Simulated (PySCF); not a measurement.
# SiHCl: shapes and spins compared

Which structure and spin state of SiHCl lies lowest? The starts are bent and linear; the spin states tried: singlet and triplet. Each end point is tested by its vibrations.

Method: PBE0, basis Si def2-TZVP, H def2-TZVP, Cl def2-TZVP, no relativity, density fitting; program: PySCF 2.14.0.

## 1. The starting structure

3 atoms, charge 0, spin multiplicity 1.

Bond lengths: Si1–H2 1.480 Å, Si1–Cl3 2.150 Å. Angles: H2–Si1–Cl3 110.0°.

```xyz
3
charge 0 multiplicity 1
Si    0.0000    0.0000    0.0000
H    -1.2123    0.0000    0.8489
Cl    1.7612    0.0000    1.2332
```

## 2. Finding the electronic state

One driver script runs all steps and calls PySCF; scf.py shows how it sets up the SCF of each step. The optimiser is the driver's own. After this first run the driver tries any further starts and a stability analysis.

scf.py reads:

```python
from pyscf import gto, scf, dft
mol = gto.M(atom='''
Si     0.000000     0.000000     0.000000
H     -1.212300     0.000000     0.848900
Cl     1.761200     0.000000     1.233200''',
    basis={'Si': 'def2-TZVP', 'H': 'def2-TZVP', 'Cl': 'def2-TZVP'},
    charge=0, spin=0)
mf = dft.RKS(mol, xc='PBE0')
mf.grids.atom_grid = (50, 194)
aux = {'Si': 'def2-universal-JKFIT', 'H': 'def2-universal-JKFIT', 'Cl': 'def2-universal-JKFIT'}
mf = mf.density_fit(auxbasis=aux)
mf.conv_tol = 1e-08
mf.diis_space = 10
mf.max_cycle = 60
mf.init_guess = 'minao'
mf.verbose = 4
mf.kernel()
```

The run is started by

```console
$ OMP_NUM_THREADS=2 python axn.py task.json out
```

The program printed:

```text
init E= -749.950067252915
  HOMO = -0.225855435563741  LUMO = -0.124515733046788  gap/eV = 2.75759
cycle= 1 E= -749.993828639594  delta_E= -0.0438  |g|= 0.275  |ddm|=  1.4
  HOMO = -0.25392362212866  LUMO = -0.136108582984388  gap/eV = 3.20591
cycle= 2 E= -749.966661537993  delta_E= 0.0272  |g|= 0.414  |ddm|= 0.67
  HOMO = -0.248670829386526  LUMO = -0.11553560731711  gap/eV = 3.62279
cycle= 3 E= -750.017505664358  delta_E= -0.0508  |g|= 0.0279  |ddm|= 0.384
  HOMO = -0.249779886842365  LUMO = -0.114358093732083  gap/eV = 3.68501
cycle= 4 E= -750.017634187465  delta_E= -0.000129  |g|= 0.00553  |ddm|= 0.0262
  HOMO = -0.250110982972345  LUMO = -0.114342114971816  gap/eV = 3.69446
cycle= 5 E= -750.017640381307  delta_E= -6.19e-06  |g|= 0.00106  |ddm|= 0.00695
  HOMO = -0.250067391602379  LUMO = -0.114324283524454  gap/eV = 3.69376
cycle= 6 E= -750.017640683675  delta_E= -3.02e-07  |g|= 0.000249  |ddm|= 0.00111
  HOMO = -0.25004413721625  LUMO = -0.114304823201994  gap/eV = 3.69365
cycle= 7 E= -750.017640703476  delta_E= -1.98e-08  |g|= 8.24e-05  |ddm|= 0.000379
  HOMO = -0.250050637855409  LUMO = -0.114311718634738  gap/eV = 3.69364
cycle= 8 E= -750.017640705801  delta_E= -2.33e-09  |g|= 8.13e-06  |ddm|= 0.000108
  HOMO = -0.250050521365385  LUMO = -0.114312010704882  gap/eV = 3.69363
Extra cycle  E= -750.017640705831  delta_E= -2.98e-11  |g|= 3.9e-06  |ddm|= 1.36e-05
converged SCF energy = -750.017640705831
```

This step, with its further starts and checks, ran for 4.7 s (2 threads of Intel Xeon Platinum 8488C (Sapphire Rapids), shared host).

Energies from each starting density:

| start | energy (Eh) |
| --- | --- |
| the minimal-basis guess | -750.017641 |
| a thermally smeared density | -750.017641 |
| a smeared PBE density | -750.017641 |

The test of internal stability and the other starts found no lower closed-shell solution.

## 3. Relaxing the singlet from the bent start

The program finds Cs symmetry in the start, which this walk keeps.

Edit scf.py of step 2 so:

```diff
@@ -3,3 +3,3 @@
-Si     0.000000     0.000000     0.000000
-H     -1.212300     0.000000     0.848900
-Cl     1.761200     0.000000     1.233200''',
+Si    -0.943893     0.000000    -0.687672
+H     -2.156193     0.000000     0.161228
+Cl     0.817307     0.000000     0.545528''',
@@ -15 +14,0 @@
-mf.init_guess = 'minao'
```

Steps of the walk:

| step | energy (Eh) | change (kJ/mol) | largest symmetric gradient (Eh/bohr) |
| --- | --- | --- | --- |
| 0 | -750.017641 | 0.00 | 0.02911 |
| 1 | -750.026319 | -22.78 | 0.00842 |
| 2 | -750.026728 | -23.86 | 0.00191 |
| 3 | -750.026746 | -23.91 | 0.00095 |
| 4 | -750.026750 | -23.92 | 0.00006 |

The walk took 3.4 s.

After 4 steps and 23.9 kJ/mol it ends at Cs: Si–Cl 2.077 Å, Si–H 1.529 Å; Cl–Si–H 94.7°.

## 4. Vibrations and properties at this point

On the finer grid the gradient is checked again; gradients at displacements of ±0.02 bohr then give force constants and infrared intensities.

Edit scf.py of step 3 so:

```diff
@@ -3,3 +3,3 @@
-Si    -0.943893     0.000000    -0.687672
-H     -2.156193     0.000000     0.161228
-Cl     0.817307     0.000000     0.545528''',
+Si    -0.837510     0.000000    -0.764371
+H     -1.935519     0.000000     0.300107
+Cl     0.726220     0.000000     0.603057''',
@@ -9 +9 @@
-mf.grids.atom_grid = (50, 194)
+mf.grids.atom_grid = (75, 302)
@@ -12 +12 @@
-mf.conv_tol = 1e-08
+mf.conv_tol = 1e-10
```

The driver hands on the density of the step before, so the log starts near convergence.

SCF at the final geometry:

```text
init E= -750.02672879247
  HOMO = -0.256808254413286  LUMO = -0.109137599448619  gap/eV = 4.01832
cycle= 1 E= -750.026728792461  delta_E= 8.98e-12  |g|= 8.19e-06  |ddm|= 1.29e-05
  HOMO = -0.256807766352946  LUMO = -0.109136908786695  gap/eV = 4.01833
Extra cycle  E= -750.026728792447  delta_E= 1.36e-11  |g|= 1.09e-05  |ddm|= 1.68e-05
converged SCF energy = -750.026728792447
```

The whole step took 19 s.

Geometry: Cs; Si–Cl 2.077 Å, Si–H 1.529 Å; Cl–Si–H 94.7°.

Harmonic modes (main isotopes):

```
symmetry  ω (cm⁻¹)  IR (km/mol)
      a'       527          102
      a'       812         46.6
      a'      2019          270
```

Every mode is real; the point is a minimum.

Properties at this point:

```
Dipole moment                                                   : 0.97 D
Highest occupied level                                          : -6.99 eV
Lowest empty level                                              : -2.97 eV
Rotational constants                                            : 7.499, 0.2452, 0.2374 cm⁻¹
Zero-point energy                                               : 20.1 kJ/mol
Principal polarisabilities                                      : 31.8, 38.7, 51.6 bohr³
Atomisation energy without zero-point energy                    : 732 kJ/mol
Principal traceless quadrupole moments about the centre of mass : -3.64, 0.42, 3.22 D Å
Entropy at 298.15 K and 1 bar                                   : 251.2 J/(mol K)
Heat capacity Cp at 298.15 K                                    : 40.9 J/(mol K)
Enthalpy at 298.15 K above 0 K                                  : 10.65 kJ/mol
Rotational symmetry number                                      : 1
```

Charges (e) and bond orders:

```csv
atom,Mulliken,Löwdin,polar tensor,Mayer order to Si1
Si1,0.24,-0.10,0.72,–
H2,-0.02,-0.07,-0.21,0.93
Cl3,-0.22,0.17,-0.51,1.22
```

Mulliken populations on Si1: s 5.82, p 7.70, d 0.22, f 0.03.

## 5. Relaxation: bent start, triplet

The program finds Cs symmetry in the start, which this walk keeps. The walk stops when the largest gradient is under 0.0003 Eh/bohr and the energy has settled too.

Edit scf.py of step 4 so:

```diff
@@ -3,3 +3,3 @@
-Si    -0.837510     0.000000    -0.764371
-H     -1.935519     0.000000     0.300107
-Cl     0.726220     0.000000     0.603057''',
+Si    -0.943893     0.000000    -0.687672
+H     -2.156193     0.000000     0.161228
+Cl     0.817307     0.000000     0.545528''',
@@ -7,3 +7,3 @@
-    charge=0, spin=0)
-mf = dft.RKS(mol, xc='PBE0')
-mf.grids.atom_grid = (75, 302)
+    charge=0, spin=2)
+mf = dft.UKS(mol, xc='PBE0')
+mf.grids.atom_grid = (50, 194)
@@ -12 +12 @@
-mf.conv_tol = 1e-10
+mf.conv_tol = 1e-08
```

Steps of the walk:

| step | energy (Eh) | change (kJ/mol) | largest symmetric gradient (Eh/bohr) |
| --- | --- | --- | --- |
| 0 | -749.977600 | 0.00 | 0.02678 |
| 1 | -749.980911 | -8.69 | 0.00418 |
| 2 | -749.981002 | -8.93 | 0.00159 |
| 3 | -749.981008 | -8.95 | 0.00012 |
| 4 | -749.981008 | -8.95 | 0.00003 |

The walk took 5.6 s.

End point (Cs, 4 steps, 8.9 kJ/mol gained): Si–Cl 2.047 Å, Si–H 1.492 Å; Cl–Si–H 115.5°.

## 6. Vibrations and properties at this point

The same treatment as at the point before.

Edit scf.py of step 5 so:

```diff
@@ -3,3 +3,3 @@
-Si    -0.943893     0.000000    -0.687672
-H     -2.156193     0.000000     0.161228
-Cl     0.817307     0.000000     0.545528''',
+Si    -0.912157     0.000000    -0.631699
+H     -2.192142     0.000000     0.133742
+Cl     0.793117     0.000000     0.501651''',
@@ -9 +9 @@
-mf.grids.atom_grid = (50, 194)
+mf.grids.atom_grid = (75, 302)
@@ -12 +12 @@
-mf.conv_tol = 1e-08
+mf.conv_tol = 1e-10
```

Log of the central SCF (cycles and frontier levels):

```text
init E= -749.981016841664
[... the frontier-level lines of each cycle are left out ...]
cycle= 1 E= -749.981016841666  delta_E= -1.36e-12  |g|= 3.6e-07  |ddm|= 9.01e-07
Extra cycle  E= -749.981016841664  delta_E= 1.14e-12  |g|= 3.2e-07  |ddm|= 5.46e-07
converged SCF energy = -749.981016841664  <S^2> = 2.0033374  2S+1 = 3.0022241
```

The whole step ran for 34 s (2 threads of Intel Xeon Platinum 8488C (Sapphire Rapids), shared host).

Geometry: Cs; Si–Cl 2.048 Å, Si–H 1.491 Å; Cl–Si–H 115.5°.

Harmonic modes (main isotopes):

```
symmetry  ω (cm⁻¹)  IR (km/mol)     type
      a'       554         51.4  stretch
      a'       641         39.6     bend
      a'      2153         24.0  stretch
```

All wavenumbers are real: a minimum.

Constants and moments:

- Dipole moment: 0.94 D
- Highest occupied level: -5.51 eV
- Lowest empty level: -3.76 eV
- Rotational constants: 9.845, 0.2465, 0.2405 cm⁻¹
- Zero-point energy: 20.0 kJ/mol
- Principal polarisabilities: 31.8, 34.2, 51.8 bohr³
- Atomisation energy without zero-point energy: 612 kJ/mol
- Principal traceless quadrupole moments about the centre of mass: -2.53, 0.58, 1.95 D Å
- Entropy at 298.15 K and 1 bar (electronic part: spin only): 259.7 J/(mol K)
- Heat capacity Cp at 298.15 K: 42.0 J/(mol K)
- Enthalpy at 298.15 K above 0 K: 10.77 kJ/mol
- Rotational symmetry number: 1
- Spin squared ⟨S²⟩: 2.003

Charges (e) and bond orders:

```csv
atom,Mulliken,Löwdin,polar tensor,spin (Mulliken),Mayer order to Si1
Si1,0.13,-0.19,0.51,1.71,–
H2,0.06,-0.03,-0.08,0.14,0.91
Cl3,-0.19,0.21,-0.43,0.14,1.21
```

Mulliken populations on Si1: s 5.42, p 8.22, d 0.20, f 0.03.

## 7. Relaxing the singlet from the linear start

The program finds C∞v symmetry in the start, which this walk keeps.

Edit scf.py of step 6 so:

```diff
@@ -3,3 +3,3 @@
-Si    -0.912157     0.000000    -0.631699
-H     -2.192142     0.000000     0.133742
-Cl     0.793117     0.000000     0.501651''',
+Si     0.000000     0.000000    -1.152264
+H      0.000000     0.000000    -2.632264
+Cl     0.000000     0.000000     0.997736''',
@@ -7,3 +7,3 @@
-    charge=0, spin=2)
-mf = dft.UKS(mol, xc='PBE0')
-mf.grids.atom_grid = (75, 302)
+    charge=0, spin=0)
+mf = dft.RKS(mol, xc='PBE0')
+mf.grids.atom_grid = (50, 194)
@@ -12 +12 @@
-mf.conv_tol = 1e-10
+mf.conv_tol = 1e-08
```

The optimiser's trace:

| step | energy (Eh) | change (kJ/mol) | largest symmetric gradient (Eh/bohr) |
| --- | --- | --- | --- |
| 0 | -749.895214 | 0.00 | 0.05359 |
| 1 | -749.907880 | -33.25 | 0.01857 |
| 2 | -749.910136 | -39.18 | 0.00478 |
| 3 | -749.910319 | -39.66 | 0.00060 |
| 4 | -749.910322 | -39.67 | 0.00003 |

The walk took 3.6 s.

Positions (Å) and forces (eV/Å) along the way:

```
step 0
Si   0.000   0.000  -1.152   0.000   0.000   0.726
H    0.000   0.000  -2.632   0.000   0.000  -2.756
Cl   0.000   0.000   0.998   0.000   0.000   2.030
step 1
Si   0.000   0.000  -1.153   0.000   0.000   0.214
H    0.000   0.000  -2.741   0.000   0.000  -0.955
Cl   0.000   0.000   1.108   0.000   0.000   0.741
step 2
Si   0.000   0.000  -1.154   0.000   0.000   0.053
H    0.000   0.000  -2.800   0.000   0.000  -0.246
Cl   0.000   0.000   1.167   0.000   0.000   0.193
step 3
Si   0.000   0.000  -1.155   0.000   0.000   0.006
H    0.000   0.000  -2.820   0.000   0.000  -0.031
Cl   0.000   0.000   1.188   0.000   0.000   0.025
step 4
Si   0.000   0.000  -1.155   0.000   0.000  -0.001
H    0.000   0.000  -2.823   0.000   0.000  -0.001
Cl   0.000   0.000   1.191   0.000   0.000   0.002
```

After 4 steps and 39.7 kJ/mol it ends at C∞v: Si–Cl 2.346 Å, Si–H 1.668 Å; Cl–Si–H 180.0°.

## 8. Is it a minimum? Harmonic modes

The same treatment as at the point before.

Edit scf.py of step 7 so:

```diff
@@ -3,3 +3,3 @@
-Si     0.000000     0.000000    -1.152264
-H      0.000000     0.000000    -2.632264
-Cl     0.000000     0.000000     0.997736''',
+Si    -0.000000     0.000000    -1.256510
+H     -0.000000     0.000000    -2.924242
+Cl     0.000000     0.000000     1.089553''',
@@ -9 +9 @@
-mf.grids.atom_grid = (50, 194)
+mf.grids.atom_grid = (75, 302)
@@ -12 +12 @@
-mf.conv_tol = 1e-08
+mf.conv_tol = 1e-10
```

SCF at the final geometry:

```text
init E= -749.910320539428
  HOMO = -0.214054570096849  LUMO = -0.142132640117551  gap/eV = 1.95710
cycle= 1 E= -749.910320539428  delta_E= -2.27e-13  |g|= 1.71e-06  |ddm|= 2.77e-06
  HOMO = -0.21405462379817  LUMO = -0.142132945519459  gap/eV = 1.95709
Extra cycle  E= -749.910320539425  delta_E= 3.3e-12  |g|= 3.18e-06  |ddm|= 4.71e-06
converged SCF energy = -749.910320539425
```

The whole step took 14 s.

Geometry: C∞v; Si–Cl 2.346 Å, Si–H 1.668 Å; Cl–Si–H 180.0°.

Harmonic modes (main isotopes):

| symmetry | ω (cm⁻¹) | IR (km/mol) | μ (u) | type |
| --- | --- | --- | --- | --- |
| π | 1312i | 439 | 1.12 | bend |
| σ+ | 304 | 254 | 25.51 | stretch |
| σ+ | 1517 | 1283 | 1.03 | stretch |

With 2 modes imaginary (up to 1312i cm⁻¹) this point is a saddle.

Constants and moments:

| Item | Value |
| --- | --- |
| Dipole moment | 2.33 D |
| Highest occupied level | -5.82 eV |
| Lowest empty level | -3.87 eV |
| Rotational constants | 0.1788 cm⁻¹ |
| Zero-point energy (real modes) | 10.9 kJ/mol |
| Principal polarisabilities | 35.0, 35.0, 83.6 bohr³ |
| Atomisation energy without zero-point energy | 426 kJ/mol |
| Principal traceless quadrupole moments about the centre of mass | -8.69, 4.35, 4.35 D Å |

Charges (e) and bond orders:

```
atom  Mulliken  Löwdin  polar tensor  Mayer order to Si1
 Si1      0.49    0.24          0.56                   –
  H2     -0.16   -0.15         -0.06                0.82
 Cl3     -0.33   -0.10         -0.51                1.05
```

Mulliken populations on Si1: s 6.00, p 7.18, d 0.31, f 0.02.

## 9. Following the imaginary mode

The start is the last point, displaced along its most imaginary mode.

The program finds Cs symmetry in the start, which this walk keeps.

Edit scf.py of step 8 so:

```diff
@@ -3,3 +3,3 @@
-Si    -0.000000     0.000000    -1.256510
-H     -0.000000     0.000000    -2.924242
-Cl     0.000000     0.000000     1.089553''',
+Si    -0.000183    -0.007393    -1.256510
+H      0.002976     0.119963    -2.924242
+Cl     0.000061     0.002458     1.089553''',
@@ -9 +9 @@
-mf.grids.atom_grid = (75, 302)
+mf.grids.atom_grid = (50, 194)
@@ -12 +12 @@
-mf.conv_tol = 1e-10
+mf.conv_tol = 1e-08
```

Energy and gradient, step by step:

| step | energy (Eh) | change (kJ/mol) | largest symmetric gradient (Eh/bohr) |
| --- | --- | --- | --- |
| 0 | -749.912120 | 0.00 | 0.02319 |
| 1 | -749.937796 | -67.41 | 0.04301 |
| 2 | -749.967451 | -145.27 | 0.04444 |
| 3 | -749.996417 | -221.32 | 0.04011 |
| 4 | -750.019072 | -280.80 | 0.03700 |
| 5 | -750.025860 | -298.62 | 0.01581 |
| 6 | -750.026658 | -300.72 | 0.00342 |
| 7 | -750.026691 | -300.81 | 0.00274 |
| 8 | -750.026713 | -300.86 | 0.00023 |
| 9 | -750.026713 | -300.86 | 0.00003 |

The walk took 7.7 s.

It settles in Cs symmetry, 300.9 kJ/mol below the start, after 9 steps: Si–Cl 2.077 Å, Si–H 1.529 Å; Cl–Si–H 94.7°.

## 10. Stability of the closed shell

At the lowest minimum the closed shell is tested against spin polarisation, on the (50, 194) grid. It is stable.

## 11. The points found, side by side

| spin | group | bonds | imaginary modes (cm⁻¹) | ΔE (kJ/mol) | with zero-point energy |
| --- | --- | --- | --- | --- | --- |
| singlet | Cs | Si–Cl 2.077 Å, Si–H 1.529 Å | none | 0.0 | 0.0 |
| triplet | Cs | Si–Cl 2.048 Å, Si–H 1.491 Å | none | 120.0 | 120.0 |
| singlet | C∞v | Si–Cl 2.346 Å, Si–H 1.668 Å | 1312i, 1312i | 305.6 | – |

## 12. Real-space pictures of the lowest minimum

The plane holds Si1 at (0.00, 0.00), H2 at (1.53, 0.00), Cl3 at (-0.17, 2.07) Å. Columns run from x = -2.25 to 3.75 Å, rows from y = 4.35 (top) to -1.95 Å, in steps of 0.3 Å.

Density (cut at 5 e/Å³):

Ten steps from '0' (0.000 e/Å³) to '9' (5.000 e/Å³), finer at the low end (step k begins (100^(k/10) - 1)/99 of the way up):
```
000000000000000000000
000000000000000000000
000000000000000000000
000011222110000000000
000123444321000000000
001235666532100000000
001357787653100000000
002367999753100000000
002467999753100000000
001357898753100000000
001246777642100000000
001234566532211000000
001234555443332100000
001234588555553210000
001235899856774210000
001245899866774210000
001245688555553210000
001234554443332100000
000123443322211000000
000112222211000000000
000001111100000000000
000000000000000000000
```

ELF (0 where the density is under 0.005 e/Å³):

Ten even steps from '0' (0.00) to '9' (1.00):
```
000000000000000000000
000000000000000000000
000012233221000000000
001244555543100000000
013567777775310000000
025788888887520000000
146888315987520000000
147896381788520000000
146885553787410000000
025788102875100000000
002467888752000000000
000136787631135540000
000134422235899996000
013564033059999998000
257882388349999999000
589993288349999999000
799998133079999999000
899999832368999997000
799999998645799980000
099999998632245500000
009999998510000000000
000899987310000000000
```

Highest occupied orbital at -6.99 eV (sign arbitrary; one member if degenerate):

Ten even steps from '0' (-0.80 Å^-3/2) to '9' (0.42 Å^-3/2):
```
666666666666666666666
666666666666666666666
666666666666666666666
666666677776666666666
666666677777666666666
666666678877766666666
666555689987766666666
665544548987766666666
665543597877666666666
666543356776666666666
666655455666666666666
666666655555555566666
666777766555455556666
677788766544334556666
677889738543224556666
777899805553224556666
777899987654444556666
677889998765555566666
677788988766555666666
677778887766666666666
667777777766666666666
666777777666666666666
```

Along Si1–H2 (1.529 Å) the density is least, 0.79 e/Å³, about 0.76 Å from Si1; ELF there is 0.52.

Values on the line from Si1 (at 0) through H2 (at 1.529 Å):

| distance (Å) | density (e/Å³) | ELF | electrostatic potential (V) |
| --- | --- | --- | --- |
| -0.54 | 1.39 | 0.122 | 56.8 |
| -0.38 | 7.42 | 0.74 | 110 |
| -0.23 | 41.3 | 0.853 | 294 |
| -0.08 | 289 | 0.424 | 1.71e+03 |
| 0.15 | 78.3 | 0.542 | 608 |
| 0.31 | 18 | 0.855 | 170 |
| 0.46 | 3.12 | 0.374 | 77.8 |
| 0.61 | 0.961 | 0.0883 | 42.9 |
| 0.76 | 0.789 | 0.52 | 25.1 |
| 0.92 | 0.877 | 0.963 | 16.1 |
| 1.07 | 1.04 | 0.996 | 14.3 |
| 1.22 | 1.33 | 0.999 | 23.1 |
| 1.38 | 1.86 | 1 | 65.5 |
| 1.61 | 2.08 | 1 | 158 |
| 1.76 | 1.07 | 1 | 35.3 |
| 1.91 | 0.547 | 1 | 13.5 |
| 2.06 | 0.285 | 1 | 5.94 |
| 2.22 | 0.151 | 0.999 | 2.71 |
| 2.37 | 0.0818 | 0.999 | 1.24 |

Making the fields ran for under 0.5 s (2 threads of Intel Xeon Platinum 8488C (Sapphire Rapids), shared host).

## 13. What came out

| quantity | value |
| --- | --- |
| lowest minimum | singlet, Cs |
| geometry | Si–Cl 2.077 Å, Si–H 1.529 Å; Cl–Si–H 94.7° |
| wavenumbers (cm⁻¹) | 527 (a'), 812 (a'), 2019 (a') |
| dipole moment | 0.97 D |
| highest occupied, lowest empty level | -6.99, -2.97 eV |
| polar-tensor charge of Si1 | +0.72 e |
| zero-point energy | 20.1 kJ/mol |
| entropy at 298.15 K | 251.2 J/(mol K) |
| atomisation energy (no zero-point energy) | 732 kJ/mol |

The lowest minimum found is the singlet of Cs symmetry; the next, a triplet of Cs symmetry, lies 120.0 kJ/mol higher. In the infrared the band at 2019 cm⁻¹ (a', stretch) leads. A search over typed starts can miss a lower isomer.

The search up to here took 1.7 min.
